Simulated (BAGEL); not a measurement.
# B3LYP/6-31G(d) (density fitting with cc-pvqz-jkfit, spherical functions) run of C2HCl2F (SMILES FC=C(Cl)Cl)

What is the energy change on altering one bond length of C2HCl2F at B3LYP/6-31G* (density fitting with cc-pvqz-jkfit, spherical functions)? 

The results are computed with BAGEL 1.2.2.

### 1 Starting point

C2HCl2F: 6 atoms, total charge 0, spin state singlet. SMILES: `FC=C(Cl)Cl`. The shape is that of a PBE0-D4/def2-TZVP optimisation.

Bond lengths: F1–C2 1.325 Å, C2–C3 1.326 Å, C3–Cl4 1.703 Å, C3–Cl5 1.711 Å, C2–H6 1.082 Å. Angles: F1–C2–C3 121.8°, C2–C3–Cl4 122.7°, C2–C3–Cl5 120.2°, Cl4–C3–Cl5 117.2°, F1–C2–H6 114.8°, C3–C2–H6 123.4°.

### 2 The energy at B3LYP/6-31G(d) (density fitting with cc-pvqz-jkfit, spherical functions)

The input, dft.json:

```json
{ "bagel" : [

{
  "title" : "molecule",
  "basis" : "6-31gs.json",
  "df_basis" : "cc-pvqz-jkfit",
  "angstrom" : true,
  "geometry" : [
    { "atom" : "F", "xyz" : [       0.369860,      -1.453540,       1.016570 ] },
    { "atom" : "C", "xyz" : [       0.335170,      -0.183710,       0.639080 ] },
    { "atom" : "C", "xyz" : [      -0.249490,       0.193990,      -0.489960 ] },
    { "atom" : "Cl", "xyz" : [      -1.002700,      -0.907170,      -1.549080 ] },
    { "atom" : "Cl", "xyz" : [      -0.269610,       1.845290,      -0.936840 ] },
    { "atom" : "H", "xyz" : [       0.816790,       0.505150,       1.320220 ] }
  ]
},

{ "title" : "ks", "xc_func" : "b3lyp" },

{ "title" : "print", "file" : "orbitals.molden", "orbitals" : true }

]}
```

The basis set 6-31G* is read from a file made from the Basis Set Exchange's data (not shown).

Launch:

```
BAGEL_NUM_THREADS=1 BAGEL dft.json > dft.out
```

The log of the run:

```text
* using 1 threads per process

  ===============================================================
  ===============================================================

  *** Geometry ***

  { "atom" : "F", "xyz" : [      0.698934,     -2.746793,      1.921039 ] },
  { "atom" : "C", "xyz" : [      0.633380,     -0.347162,      1.207686 ] },
  { "atom" : "C", "xyz" : [     -0.471468,      0.366588,     -0.925890 ] },
  { "atom" : "Cl", "xyz" : [     -1.894828,     -1.714303,     -2.927337 ] },
  { "atom" : "Cl", "xyz" : [     -0.509489,      3.487093,     -1.770371 ] },
  { "atom" : "H", "xyz" : [      1.543509,      0.954595,      2.494854 ] },

  Number of auxiliary basis functions:      665

  Since a DF basis is specified, we compute 2- and 3-index integrals:
    o Being stored without compression. Storage requirement is 0.034 GB

  Number of basis functions:       80
  Number of electrons      :       56

    * METHOD: MOLECULE                             0.46

  *** Kohn-Sham DFT ***

    * Removing 11066 points whose weight is below 1.00e-10
    * Grid points: 78370

  === Nuclear Repulsion ===
   265.2574916625

       - DIIS with orbital gradients will be used.

  === KS iteration (b3lyp / 6-31gs.json) ===
      0      -1068.82379329          0.14864614           0.35
      1      -1047.67686975          0.15721000           0.35
      2      -1028.78496176          0.15413153           0.35
      3      -1080.01753019          0.12740661           0.33
      4      -1096.07205729          0.04131043           0.33
      5      -1095.90263317          0.04752500           0.33
      6      -1096.97162295          0.00614618           0.33
      7      -1096.97696633          0.00397469           0.33
      8      -1096.98752555          0.00151772           0.33
      9      -1096.98855421          0.00046260           0.33
     10      -1096.98863851          0.00016476           0.33
     11      -1096.98865315          0.00003504           0.33
     12      -1096.98865412          0.00000815           0.34
     13      -1096.98865415          0.00000517           0.35
     14      -1096.98865417          0.00000093           0.35
     15      -1096.98865417          0.00000114           0.35
     16      -1096.98865417          0.00000014           0.35
     17      -1096.98865417          0.00000005           0.35
     18      -1096.98865417          0.00000001           0.35
     19      -1096.98865417          0.00000001           0.35
    * SCF iteration converged.

    * Permanent dipole moment:
           (   -0.231765,    -0.247730,    -0.348635) a.u.

    * METHOD: KS                                   7.12

    * METHOD: PRINT                                0.01

  ===============================================================
```

Wall time 7.8 s (1 thread of Arm Neoverse V2, shared host); peak memory 0.35 GiB.

### 3 The distorted shape

The input, job.json:

```json
{ "bagel" : [

{
  "title" : "molecule",
  "basis" : "6-31gs.json",
  "df_basis" : "cc-pvqz-jkfit",
  "angstrom" : true,
  "geometry" : [
    { "atom" : "F", "xyz" : [       0.385956,      -2.774607,       1.374081 ] },
    { "atom" : "C", "xyz" : [       0.351266,      -1.504777,       0.996591 ] },
    { "atom" : "C", "xyz" : [      -0.233394,      -1.127077,      -0.132449 ] },
    { "atom" : "Cl", "xyz" : [      -0.986604,      -2.228237,      -1.191569 ] },
    { "atom" : "Cl", "xyz" : [      -0.269610,       1.845290,      -0.936840 ] },
    { "atom" : "H", "xyz" : [       0.832886,      -0.815917,       1.677731 ] }
  ]
},

{ "title" : "ks", "xc_func" : "b3lyp", "charge" : 0 },

{ "title" : "print", "file" : "orbitals.molden", "orbitals" : true }

]}
```

The basis set 6-31G* is read from a file made from the Basis Set Exchange's data (not shown).

Launch:

```
BAGEL_NUM_THREADS=1 BAGEL job.json > job.out
```

The log of the run:

```text
* using 1 threads per process

  ===============================================================
  ===============================================================

  *** Geometry ***

  { "atom" : "F", "xyz" : [      0.729351,     -5.243247,      2.596637 ] },
  { "atom" : "C", "xyz" : [      0.663797,     -2.843616,      1.883284 ] },
  { "atom" : "C", "xyz" : [     -0.441051,     -2.129867,     -0.250292 ] },
  { "atom" : "Cl", "xyz" : [     -1.864411,     -4.210758,     -2.251739 ] },
  { "atom" : "Cl", "xyz" : [     -0.509489,      3.487093,     -1.770371 ] },
  { "atom" : "H", "xyz" : [      1.573926,     -1.541860,      3.170452 ] },

  Number of auxiliary basis functions:      665

  Since a DF basis is specified, we compute 2- and 3-index integrals:
    o Being stored without compression. Storage requirement is 0.034 GB

  Number of basis functions:       80
  Number of electrons      :       56

    * METHOD: MOLECULE                             0.45

  *** Kohn-Sham DFT ***

    * Removing 9801 points whose weight is below 1.00e-10
    * Grid points: 79635

  === Nuclear Repulsion ===
   222.8401228135

       - DIIS with orbital gradients will be used.

  === KS iteration (b3lyp / 6-31gs.json) ===
      0      -1074.14317231          0.13397330           0.38
      1      -1051.62077814          0.18821598           0.36
      2      -1042.38281842          0.18464909           0.35
      3      -1081.84846365          0.11306777           0.36
      4      -1088.04896140          0.09416351           0.37
      5      -1088.64101371          0.04731943           0.36
      6      -1090.75401067          0.06390230           0.36
      7      -1095.67748283          0.03148404           0.36
      8      -1096.40683844          0.02222580           0.35
      9      -1096.34890088          0.02159519           0.35
     10      -1096.75687254          0.01001782           0.35
     11      -1096.37896398          0.01781918           0.35
     12      -1096.84860701          0.00331380           0.35
     13      -1096.85229623          0.00154808           0.37
     14      -1096.85297549          0.00128429           0.35
     15      -1096.85349201          0.00100588           0.36
     16      -1096.85257005          0.00129847           0.35
     17      -1096.84767199          0.00298292           0.35
     18      -1096.85421213          0.00007256           0.35
     19      -1096.85421547          0.00003464           0.35
     20      -1096.85421626          0.00001622           0.35
     21      -1096.85421638          0.00000486           0.35
     22      -1096.85421632          0.00000771           0.35
     23      -1096.85421639          0.00000145           0.35
     24      -1096.85421639          0.00000009           0.35
     25      -1096.85421639          0.00000003           0.36
     26      -1096.85421639          0.00000002           0.36
     27      -1096.85421639          0.00000001           0.36
    * SCF iteration converged.

    * Permanent dipole moment:
           (   -0.129277,     1.372455,    -0.570737) a.u.

    * METHOD: KS                                  10.29

    * METHOD: PRINT                                0.01

  ===============================================================
```

Run time: 11 s. Hardware: 1 thread of Arm Neoverse V2, shared host; peak memory 0.35 GiB.

### 4 Results

At B3LYP/6-31G* (density fitting with cc-pvqz-jkfit, spherical functions):

```
                                                          quantity           value
                                         first shape: total energy  -1096.98865 Eh
                                        first shape: dipole moment          1.24 D
                                          first shape: HOMO energy        -6.96 eV
                                          first shape: LUMO energy        -0.23 eV
                                        first shape: HOMO–LUMO gap         6.73 eV
                                     distorted shape: total energy  -1096.85422 Eh
                                    distorted shape: dipole moment          3.79 D
                                      distorted shape: HOMO energy        -7.86 eV
                                      distorted shape: LUMO energy        -5.94 eV
                                    distorted shape: HOMO–LUMO gap         1.92 eV
energy change with the C3–Cl5 bond stretched from 1.711 to 3.080 Å        3.658 eV
```

In words: One bond (distorted shape) is far stretched, which a spin-restricted single reference describes badly; a broken-symmetry solution may lie lower. With the C3–Cl5 bond stretched from 1.711 to 3.080 Å the energy rises by 3.66 eV (84 kcal/mol). The first shape isn't relaxed at this level, so the change isn't measured from a minimum. A restricted reference can't describe the breaking bond well at this length.
